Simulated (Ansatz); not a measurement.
BaCuTeF (P4/nmm, No. 129; cell taken from a computed entry), treated with r²SCAN (plane waves, PAW; Ansatz, a program for electronic structure).

Numerical settings: plane-wave cutoff 560 eV, 8×8×4 k mesh (along the axes of the cell as run), Fermi–Dirac smearing 0.01 eV, no spin polarisation, scalar-relativistic PAW data made under PBE.

Cell (relaxed with PBEsol):

Space group P4/nmm, origin choice 1 (No. 129); a = b = 4.360 Å, c = 9.273 Å, α = β = γ = 90.00°

| atom | site | symmetry | x | y | z |
|---|---|---|---|---|---|
| Ba | 2c | 4mm | 0.5000 | 0.0000 | 0.3415 |
| Cu | 2a | -4m2 | 0.0000 | 0.0000 | 0.0000 |
| Te | 2c | 4mm | 0.0000 | 0.5000 | 0.1609 |
| F | 2b | -4m2 | 0.5000 | 0.5000 | 0.5000 |

Task: Give the computed band gap.

Result: 
- band gap: 1.17 eV

Note: cell and atoms aren't relaxed at this level (largest force component 0.09 eV/Å, pressure 2.6 GPa); this cell isn't known to be the ambient phase, and symmetry holds it in the calculation.

Spin–orbit coupling is not included.

Computed values are for the static lattice.

The result took about 3 core-minutes (a rough figure).
